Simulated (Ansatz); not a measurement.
CH4OSi, singlet: a pair in one relaxed arrangement.

Input (in.yaml):

```yaml
crystal:
  periodic: [false, false, false]
  atoms:
    - {symbol: C, position_ang: [0.054249, 0.456753, -3.458848]}
    - {symbol: O, position_ang: [-0.045832, 0.324893, -2.347600]}
    - {symbol: Si, position_ang: [-0.001862, -0.156048, 1.159596]}
    - {symbol: H, position_ang: [0.035827, -0.360681, 2.630258]}
    - {symbol: H, position_ang: [0.869863, 0.990401, 0.799774]}
    - {symbol: H, position_ang: [-1.396400, 0.127583, 0.737369]}
    - {symbol: H, position_ang: [0.484156, -1.382800, 0.479451]}
basis:
  gaussian: {orbitals: "def2-TZVPPD.json"}
hamiltonian: {xc: {name: revPBE}, dispersion: d4}
```

The basis file named in the input lies beside it (Basis Set Exchange, JSON).

Command:

```bash
ansatz run in.yaml --threads 2 --pin off --events-out ev --progress --plain --max-ram 5222MiB
```

What Ansatz 0.2.0 printed:

```
Functional definition: revPBE
  name "revPBE"
  cite "Zhang & Yang, Phys. Rev. Lett. 80, 890 (1998) doi:10.1103/PhysRevLett.80.890"
  cite "Perdew, Burke & Ernzerhof, Phys. Rev. Lett. 77, 3865 (1996) doi:10.1103/PhysRevLett.77.3865"
  parameter kappa = 1.245
  parameter beta = 0.06672455060314922
  exchange = pbe_x(kappa = kappa, mu = beta*pi^2/3)
  correlation = pbe_c(beta = beta)
899 factors; their error is unknown
mean field evaluation 1: about -11021.9126 eV, gradient 4.0e1 eV
mean field evaluation 2: about -11014.1331 eV, gradient 7.9e1 eV
mean field evaluation 4: about -11024.8478 eV, gradient 2.1e0 eV
mean field evaluation 8: about -11024.8584 eV, gradient 4.1e-2 eV
mean field evaluation 16: about -11024.8413 eV, gradient 2.4e-5 eV
mean field -11024.84127656 eV, -405.1554440078 hartree, gradient 2.4e-5 eV, S^2 0.000000; 0 other end points of the search recorded, 0 dependent functions left out
reference -11024.84133978 eV, -405.1554463309 hartree; 16, 16 occupied and 177, 177 virtual orbitals, 899 factors
Total energy: -11025.06182910 eV, -405.1635491640 hartree
```

Hardware: 2 CPU threads of an Arm Neoverse V2, shared host. Wall time about 1.6 s.
